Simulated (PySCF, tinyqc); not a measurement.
The basis set: RHF and MP2 along a ladder of basis sets, for CH+, spin multiplicity 1. Computed by the program tinyqc with PySCF. Same geometry throughout; the dipole is taken about the origin.

Geometry (angstrom):
```
atom       x       y       z
C     0.0000  0.0000  0.0000
H     0.0000  0.0000  0.9550
```

RHF and frozen-core MP2 in a ladder of bases:
```
basis        functions  E(RHF) (hartree)  E(MP2 corr) (hartree)  HOMO (eV)  LUMO (eV)  dipole (debye)
sto-3g               6         -37.40677               -0.02871    -24.174     -8.522           2.078
3-21g               11         -37.66063               -0.04123    -24.139     -9.228           2.395
6-31g               11         -37.86167               -0.03965    -24.058     -9.112           2.393
6-31g**             19         -37.87727               -0.06822    -24.281     -9.079           2.272
cc-pvdz             19         -37.87683               -0.06541    -24.330     -9.192           2.243
aug-cc-pvdz         32         -37.87760               -0.06681    -24.322     -9.245           2.233
cc-pvtz             44         -37.88763               -0.08294    -24.334     -9.193           2.238
```

What does the comparison show, and why?

From cc-pVDZ to cc-pVTZ the RHF energy falls by 10.8 mhartree and the correlation energy by 17.5. If valence correlation converges as X^-3, (27 E(T) - 8 E(D))/19 gives -0.0903 hartree, a rough estimate from such small X that usually falls short; STO-3G holds about 32 % of it. Beyond STO-3G the LUMO moves by 0.2 eV and the HOMO by 0.3 eV. The restricted reference is unstable here: a spin-polarised solution lies 0.0106 hartree lower (PySCF, cc-pVDZ), so results built on it describe a poor reference.
